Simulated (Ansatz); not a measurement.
Geometry optimisation, RKS PBE0-D4/6-31G* in Ansatz.

input.yaml

```yaml
crystal:
  periodic: [false, false, false]
  atoms:
    - { symbol: Al, position_ang: [0.058126, 0.34033, -0.100482] }
    - { symbol: F, position_ang: [-0.050585, 0.211669, 1.57351] }
    - { symbol: H, position_ang: [1.484058, 0.656065, -0.715706] }
    - { symbol: H, position_ang: [-1.318025, 0.329931, -0.889793] }
    - { symbol: O, position_ang: [0.12999, -2.492143, 0.761455] }
    - { symbol: H, position_ang: [-0.759991, -2.867572, 0.748681] }
    - { symbol: H, position_ang: [0.136427, -1.90008, 1.549935] }
basis:
  gaussian: { orbitals: "6-31G*" }
hamiltonian:
  xc: pbe0
  dispersion: d4
relax:
  f_tol: 0.03
  max_steps: 50
```

Launched with:

```bash
$ ansatz run input.yaml --threads 1 --pin off --max-ram 2048MiB --backend cpu --events-out ev --progress --plain --runs-dir out
```

Question: Where does it end, and by what steps?

Answer: The run converged. After 8 steps the energy has fallen by 0.657 eV; H6 moved furthest, 0.57 Å. Joined: Al1–O5 (2.96 → 2.02 Å).

| step | energy less start (eV) | largest force component (eV/Å) | accepted |
| --- | --- | --- | --- |
| 0 | 0.0000 | 0.979 | yes |
| 1 | -0.1633 | 0.952 | yes |
| 2 | -0.4191 | 1.372 | yes |
| 3 | -0.5950 | 0.727 | yes |
| 4 | -0.6408 | 0.386 | yes |
| 5 | -0.6527 | 0.100 | yes |
| 6 | -0.6554 | 0.077 | yes |
| 7 | -0.6565 | 0.058 | yes |
| 8 | -0.6570 | 0.022 | yes |

```xyz
7
Properties=species:S:1:pos:R:3
Al 0.055 -0.033 0.060
F -0.028 0.329 1.708
H 1.432 0.305 -0.662
H -1.345 -0.059 -0.716
O 0.141 -1.980 0.609
H -0.665 -2.458 0.358
H 0.091 -1.826 1.571
```

Whether the end is a true minimum wasn't checked by a vibrational analysis.

Time of the run: 15 s on 1 thread of Arm Neoverse V2, with other jobs on the host, peak memory 0.13 GiB.
